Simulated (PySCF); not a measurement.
C4H5 (SMILES C1[C@]2C[C@H]12), doublet, geometry from GFN2-xTB; HF/6-31G run with PySCF.

Input for PySCF:
```python
from pyscf import gto, scf

mol = gto.M(
    atom='''
C     0.036436    1.135232    0.300912
C     0.063321   -1.140754    0.274404
C     0.784348    0.013059   -0.325761
C    -0.657227   -0.002615   -0.442038
H    -0.059110    1.197184    1.381706
H     0.070776    2.094855   -0.195781
H    -0.030438   -1.230098    1.353436
H     0.120179   -2.087472   -0.244492
H    -1.462673   -0.004000   -1.139967
''',
    basis='6-31g',
    charge=0,
    spin=1,
    verbose=5,
)

mf = scf.UHF(mol)
mf.kernel()
```

Q: Write the output that PySCF gives for this input, abridged.

A: 
```
PySCF version 2.14.0

[INPUT] verbose = 5
[INPUT] max_memory = 4000
[INPUT] num. atoms = 9
[INPUT] num. electrons = 29
[INPUT] charge = 0
[INPUT] spin (= nelec alpha-beta = 2S) = 1
[INPUT] symmetry False subgroup None
[INPUT] Mole.unit = angstrom
[INPUT] Symbol           X                Y                Z      unit          X                Y                Z       unit  Magmom
[...]
[INPUT] ---------------- BASIS SET ----------------
[INPUT] l, kappa, [nprim/nctr], expnt,             c_1 c_2 ...
[INPUT] H
[...]
                                2.8253937         0.23472695
                                0.6401217         0.81375733
[...]
[INPUT] C
[...]
                                457.36951         0.0140373
                                103.94869         0.0688426
                                29.210155         0.2321844
                                9.286663          0.4679413
                                3.163927          0.362312
[...]
                                1.8812885         -0.1608542
                                0.5442493         1.1434564
[...]
                                1.8812885         0.316424
                                0.5442493         0.7443083
[...]
nuclear repulsion = 108.527192184863
number of shells = 30
number of NR pGTOs = 108
number of NR cGTOs = 46
basis = 6-31g
ecp = {}

******** <class 'pyscf.scf.uhf.UHF'> ********
method = UHF
initial guess = minao
damping factor = 0
level_shift factor = 0
DIIS = <class 'pyscf.scf.diis.CDIIS'>
diis_start_cycle = 1
diis_space = 8
diis_damp = 0
SCF conv_tol = 1e-09
SCF conv_tol_grad = None
SCF max_cycles = 50
direct_scf = True
direct_scf_tol = 1e-13
number electrons alpha = 15  beta = 14
Set gradient conv threshold to 3.16228e-05
E1 = -420.3183958880112  E2 = 156.34758976843278  Ecoul = 179.4234052658127  Exc = -23.07581549737992
init E= -155.443613934715
cond(S) = 952.6773736786199

  alpha mo_energy =
[-11.3322622  -11.32642837 -11.32506967 -11.30872208  -1.7603871
  -1.14374321  -0.88005227  -0.79093049  -0.59968487  -0.51169641
  -0.44406241  -0.39142643  -0.3010927   -0.2264664   -0.14086277
   0.18263039   0.20038325   0.22274973   0.22381001   0.26746842
   0.28831736   0.30495865   0.31348107   0.37419039   0.40471378
   0.7062889    0.73326234   0.73361108   0.75920847   0.77320906
   0.81218993   0.84859821   0.87784986   0.88313515   0.89105213
   0.91382885   1.06534574   1.08137439   1.14882562   1.1738543
[...]
   1.8338602 ]
  beta  mo_energy =
[-11.25591134 -11.25289892 -11.24874905 -11.24864736  -1.23523973
  -0.93793554  -0.79416261  -0.74598189  -0.63405332  -0.5972526
  -0.51874704  -0.51162607  -0.42046938  -0.36473656   0.10602946
   0.2661382    0.2762982    0.29555909   0.29923792   0.31327603
   0.34465689   0.36895542   0.38049015   0.42077972   0.46946314
   0.73548996   0.77220638   0.79325557   0.80352473   0.84268516
   0.88196686   0.92414927   0.93058472   0.94264779   0.96255521
   0.97940209   1.12574484   1.15152419   1.22435659   1.24517961
   1.25879539   1.33994062   1.38811772   1.43142683   1.53892923
   1.84587406]
multiplicity <S^2> = 0.76101672  2S+1 = 2.0109865
E1 = -421.15854988216364  E2 = 158.49910521915314  Ecoul = 180.96508305791463  Exc = -22.46597783876149
cycle= 16 E= -154.132252478147  delta_E= -1.37e-10  |g|= 3.68e-06  |ddm|= 2.79e-05
  alpha mo_energy =
[-11.28440553 -11.25158121 -11.24951852 -11.24940029  -1.25407599
  -0.944663    -0.79873322  -0.77595229  -0.67503713  -0.60310613
  -0.57429203  -0.52334666  -0.43813226  -0.40643842  -0.36523371
   0.25527202   0.26461602   0.28143081   0.2924686    0.31207866
   0.34449301   0.34945236   0.37348089   0.40474929   0.44394032
   0.73097548   0.73172744   0.76470549   0.78465886   0.82906645
   0.84414714   0.91736628   0.92328699   0.92531564   0.93565304
   0.96102051   1.12457316   1.14706683   1.22081339   1.24348658
   1.25723797   1.33834678   1.38523755   1.41112773   1.53456828
   1.83385974]
  beta  mo_energy =
[-11.25591357 -11.25289854 -11.2487509  -11.2486492   -1.23524065
  -0.93793632  -0.794163    -0.74598218  -0.63405384  -0.59725325
  -0.51874771  -0.51162678  -0.42047005  -0.36473706   0.10602842
   0.26613799   0.27629781   0.29555886   0.29923772   0.3132758
   0.3446566    0.36895508   0.38048963   0.42077949   0.46946264
   0.73548951   0.77220588   0.79325508   0.80352432   0.84268459
   0.88196624   0.92414889   0.93058422   0.94264713   0.96255429
   0.97940109   1.12574414   1.15152391   1.22435634   1.24517913
   1.25879492   1.33994031   1.38811737   1.43142635   1.53892875
   1.84587362]
multiplicity <S^2> = 0.7610166  2S+1 = 2.0109864
E1 = -421.15855803458413  E2 = 158.4991133715448  Ecoul = 180.9650917930502  Exc = -22.465978421505383
Extra cycle  E= -154.132252478176  delta_E= -2.88e-11  |g|= 2.46e-06  |ddm|= 8.57e-06
converged SCF energy = -154.132252478176  <S^2> = 0.7610166  2S+1 = 2.0109864
```
